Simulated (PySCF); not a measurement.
C₄H₁₂NP.
Numbering: `[CH3:1][N:2]([CH3:3])[P:4]([CH3:5])[CH3:6]` (hydrogens: H7, H8, H9 on C1; H10, H11, H12 on C3; H13, H14, H15 on C5; H16, H17, H18 on C6)

The same species was optimised twice, with GFN2-xTB and with PBE0-D3(BJ)/def2-SVP (PySCF), and the same property calculations (PySCF, gas phase) were run on both structures.

| coordinate | GFN2-xTB | PBE0-D3(BJ)/def2-SVP | change |
| --- | --- | --- | --- |
| N2–P4 (Å) | 1.754 | 1.769 | +0.015 |
| P4–C5 (Å) | 1.856 | 1.846 | -0.010 |
| P4–C6 (Å) | 1.856 | 1.846 | -0.010 |
| N2–C3 (Å) | 1.453 | 1.447 | -0.006 |
| C1–N2 (Å) | 1.453 | 1.447 | -0.006 |
| N2–P4–C5 (°) | 96.6 | 98.8 | +2.2 |
| N2–P4–C6 (°) | 96.6 | 98.8 | +2.2 |
| C1–N2–C3 (°) | 109.3 | 111.1 | +1.8 |
| C5–P4–C6 (°) | 96.2 | 97.5 | +1.3 |
| C3–N2–P4 (°) | 114.4 | 113.3 | -1.1 |
| C1–N2–P4 (°) | 114.3 | 113.4 | -0.9 |
| C1–N2–P4–C5 (°) | -68 | -66 | +2 |

Rotational constants: A = 3757, B = 2446, C = 1706 MHz (GFN2-xTB) against A = 3746, B = 2424, C = 1678 MHz (PBE0-D3(BJ)/def2-SVP). Point groups within 0.08 Å: Cs and Cs.

On the GFN2-xTB structure: HOMO (eV) -5.57 [PBE0/pcSseg-1]; LUMO (eV) 1.17 [PBE0/pcSseg-1]; dipole (D) 0.72 [PBE0/pcSseg-1]; GIAO shielding of C1/C3 (mean) (ppm) 144.2 [PBE0/pcSseg-1]; GIAO shielding of N2 (ppm) 221.0 [PBE0/pcSseg-1]; GIAO shielding of P4 (ppm) 281.2 [PBE0/pcSseg-1]; GIAO shielding of C5/C6 (mean) (ppm) 165.0 [PBE0/pcSseg-1].

**Question.** What do these properties become on the PBE0-D3(BJ)/def2-SVP structure?

**Answer.** 
```csv
property,level,on GFN2-xTB,on PBE0-D3(BJ)/def2-SVP,change
HOMO (eV),PBE0/pcSseg-1,-5.57,-5.55,+0.02
LUMO (eV),PBE0/pcSseg-1,1.17,1.23,+0.06
dipole (D),PBE0/pcSseg-1,0.72,0.72,0.00
"energy, GFN2-xTB geometry as zero (kcal/mol)",PBE0/pcSseg-1,0.0,-1.0,-1.0
GIAO shielding of C1/C3 (mean) (ppm),PBE0/pcSseg-1,144.2,143.3,-0.9
GIAO shielding of N2 (ppm),PBE0/pcSseg-1,221.0,224.9,+3.9
GIAO shielding of P4 (ppm),PBE0/pcSseg-1,281.2,273.2,-8.0
GIAO shielding of C5/C6 (mean) (ppm),PBE0/pcSseg-1,165.0,165.4,+0.4
```

The heavy atoms differ by 0.027 Å rms after alignment. Among bonds between heavy atoms N2–P4 changes most (+0.015 Å). Changes are differences of the printed values. Neither structure is proved a minimum here.

Shape of the structure used: `[CH3:1][N:2]([CH3:3])[P:4]([CH3:5])[CH3:6]`: C1–N2–P4–C5 -66°.
